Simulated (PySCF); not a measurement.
P2 under electron impact: the energy ladder

PBE0 in PySCF with def2-TZVP on every atom, for the lowest determinant that a PBE0 search found; no spin–orbit coupling.

| species | state (unpaired electrons) | Re (Å) | ωe (cm⁻¹) | energy of the minimum from the neutral (eV) | De (eV) | dissociates to |
| --- | --- | --- | --- | --- | --- | --- |
| P2 | singlet (closed shell) | 1.882 | 833 | 0.00 | 4.83 | P + P |
| P₂⁺ | doublet (π ↑) | 1.966 | 728 | 10.34 | 5.01 | P⁺ + P |

**Question.** Work out the lowest energy to break P2 into atoms, from its vibrational ground state.

**Answer.** D0 = De − ωe/2 = 4.83 − 0.05 = 4.78 eV (PBE0/def2-TZVP).

**Question.** Work out the ionisation energy of the P atom at this level and the threshold of dissociative ionisation.

**Answer.** IE(P) = 10.34 + 5.01 − 4.83 = 10.52 eV, so P⁺ + P + e⁻ appears at D0 + IE(P) = 15.30 eV (PBE0/def2-TZVP). The measured IE(P) is 10.487 eV (NIST ASD).

These are thermodynamic thresholds; the onsets seen under electron impact lie higher where the geometry changes, and cross-sections peak well above them.

States were picked by a PBE0 search and need not be the measured ground states.
